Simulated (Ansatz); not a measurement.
The same path of C2H4N2O (9 atoms, charge 0, multiplicity 1) was run twice with different band settings. The coordinate that changes most is the height of N1 over the plane of its neighbours.

The calculation used RKS B3LYP-D4/def2-SVP in Ansatz.

Relaxed end points:

```xyz
9
Properties=species:S:1:pos:R:3
N -1.492 0.262 0.372
C -0.344 -0.541 0.218
N 1.079 -0.128 0.830
C 0.859 -0.097 -0.405
O 1.458 0.224 -1.546
H -1.291 1.258 0.316
H -1.979 0.071 1.246
H -0.562 -1.615 0.289
H 2.362 0.520 -1.338
```

```xyz
9
Properties=species:S:1:pos:R:3
N -1.263 0.436 0.722
C -0.296 -0.501 0.305
N 1.209 -0.332 0.813
C 0.895 -0.113 -0.379
O 1.410 0.320 -1.525
H -1.490 1.152 0.039
H -2.106 0.022 1.103
H -0.622 -1.551 0.281
H 2.351 0.521 -1.376
```

Common settings: movable images 5; climbing image yes; optimiser quadratic models (default); start path through a guess of the saddle point; force threshold 0.05 eV/Å; iteration limit 60; end points relaxed.

| run | spring |
| --- | --- |
| 1 | 5.0 eV/Å² |
| 2 | 0.1 eV/Å² |

What does each run give, and how far can it be trusted?

Run 1: converged after 8 iterations, highest image 0.131 eV above the first end. A vibrational analysis at the climbing image gives one clearly imaginary mode, 421i cm⁻¹: a first-order saddle point.
Run 2: converged after 8 iterations, highest image 0.131 eV above the first end. Another band between the same ends (5 images) ends at a top of the same energy, where a vibrational analysis finds 1 clearly imaginary mode.
